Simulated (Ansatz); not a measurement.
```yaml
crystal:
  periodic: [false, false, false]
  atoms:
    - {symbol: Zr, position_ang: [0.033690, 0.000230, 0.000374]}
    - {symbol: O, position_ang: [1.904349, 0.012996, 0.021138]}
    - {symbol: F, position_ang: [-0.893741, 1.607854, -0.012010]}
    - {symbol: F, position_ang: [-0.871762, -1.619902, -0.007587]}
basis:
  gaussian: {orbitals: def2-TZVP}
magnetization: {spin_polarized: true, initial_magnetization: 2}
hamiltonian: {xc: pbe0}
relax: {f_tol: 0.004, max_steps: 80}
```

```sh
$ ansatz run in.yaml --threads 1 --pin off --events-out ev --progress --plain --max-ram 2176MiB
```

Steps of the relaxation (energy above the last step; positions in Å, forces in eV/Å):

```
4
step 1, 251.8 meV
Zr    0.034    0.000    0.000   -1.997   -0.014   -0.022
O     1.904    0.013    0.021    3.316    0.023    0.037
F    -0.894    1.608   -0.012   -0.669    1.377   -0.009
F    -0.872   -1.620   -0.008   -0.650   -1.386   -0.005
```

```
4
step 2, 4.6 meV
Zr    0.004    0.000    0.000   -0.364   -0.002   -0.004
O     1.973    0.013    0.022    0.434    0.003    0.005
F    -0.914    1.663   -0.012   -0.036    0.096   -0.001
F    -0.891   -1.675   -0.008   -0.035   -0.097    0.000
```

```
4
step 3, 0.0 meV
Zr   -0.003    0.000    0.000   -0.032    0.000    0.000
O     1.984    0.014    0.022    0.031    0.000    0.000
F    -0.916    1.669   -0.012    0.000   -0.007    0.000
F    -0.893   -1.682   -0.008    0.000    0.007    0.000
```

```
4
step 4, 0.0 meV
Zr   -0.003    0.000    0.000   -0.002    0.000    0.000
O     1.986    0.014    0.022    0.003    0.000    0.000
F    -0.917    1.668   -0.012   -0.001   -0.004    0.000
F    -0.894   -1.681   -0.008   -0.001    0.004    0.000
```

Close pairs at the end: Zr1–F4 1.902 Å, Zr1–F3 1.902 Å, Zr1–O2 1.989 Å.

A stationary point of unrestricted PBE0 after 4 steps, with ⟨S²⟩ = 2.004 against 2.00 for a pure state; no frequencies were run, so it isn't proven a minimum. 92 s on 1 thread of AMD EPYC 7R43, shared host.
